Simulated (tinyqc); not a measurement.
Worked calculation: Hueckel theory of the pi electrons, for the molecule C=CC(F)=CN (SMILES; centres numbered as the heavy atoms are written). Computed by tinyqc, a small Python program that keeps every step. Settings: charge = 0. Command: `OMP_NUM_THREADS=1 python tinyqc.py 27143 27144 out.jsonl` (the two numbers bound the seeds that draw the settings). One thread of a shared host (Intel(R) Xeon(R) Processor @ 2.60GHz), about 0.01 s of CPU time with the checks.

## The Hueckel matrix

Centres:
```
centre  z_r, pi electrons of the neutral centre         h
1C                                            1  0.000000
2C                                            1  0.000000
3C                                            1  0.000000
4F                                            2  3.000000
5C                                            1  0.000000
6N                                            2  1.500000
```

Bonds:
```
i  j         k
1  2         1
2  3         1
3  4  0.700000
3  5         1
5  6  0.800000
```

H_rr = alpha + h_r beta, H_rs = k_rs beta for bonded centres.

Hueckel matrix in units of beta (H = alpha + beta A), lower triangle:
```
          1C        2C        3C        4F        5C        6N
1C  0.000000
2C  1.000000  0.000000
3C  0.000000  1.000000  0.000000
4F  0.000000  0.000000  0.700000  3.000000
5C  0.000000  0.000000  1.000000  0.000000  0.000000
6N  0.000000  0.000000  0.000000  0.000000  0.800000  1.500000
```

## Orbitals

pi electrons, sum of z_r less the charge = 8

Diagonalise; E = alpha + x beta with beta < 0, so the largest x are filled first; degenerate levels share their electrons. P = sum n_i c_ri c_si; each orbital has its largest coefficient positive (the first on a tie).

x values: 3.196402  1.961184  1.378673  0.389275  -0.736900  -1.688632

occupations: 2.000000  2.000000  2.000000  2.000000  0.000000  0.000000

coefficients:
```
         MO1        MO2        MO3        MO4        MO5        MO6
1C  0.029008   0.093093   0.462328   0.568317   0.585380   0.333302
2C  0.092722   0.182573   0.637400   0.221231  -0.431367  -0.562824
3C  0.267368   0.264965   0.416437  -0.482198  -0.267506   0.617101
4F  0.952933  -0.178545  -0.179795   0.129289   0.050109  -0.092131
5C  0.094840   0.462055   0.062588  -0.499441   0.593415  -0.414741
6N  0.044725   0.801512  -0.412687   0.359722  -0.212228   0.104055
```

charge and bond-order matrix P, lower triangle:
```
           1C         2C         3C         4F        5C        6N
1C   1.092480
2C   0.880207   0.994304
3C  -0.098176   0.463852   1.095254
4F   0.002749  -0.060476   0.140518   1.978002
5C  -0.418280   0.045107   0.829358  -0.135893  0.951696
6N   0.179105  -0.065967  -0.241969   0.040443  0.338190  1.888264
```

## Energy, charges, bond orders

E = sum n x; q_r = z_r - P_rr; bond order p = P_rs; free valence = sqrt(3) - sum of p over the bonds of the atom.

pi energy = 8 alpha + this times beta = 13.851066

pi charges: 1C -0.092480, 2C 0.005696, 3C -0.095254, 4F 0.021998, 5C 0.048304, 6N 0.111736

Bond orders and lengths from R = 1.517 - 0.180 p (angstrom, C-C alone):
```
bond         p         R
1-2   0.880207  1.358563
2-3   0.463852  1.433507
3-4   0.140518         -
3-5   0.829358  1.367716
5-6   0.338190         -
```

free valence of the carbons: 1C 0.851843, 2C 0.387991, 3C 0.298322, 5C 0.564503

gap between the highest filled and the next level = 1.126175 |beta|
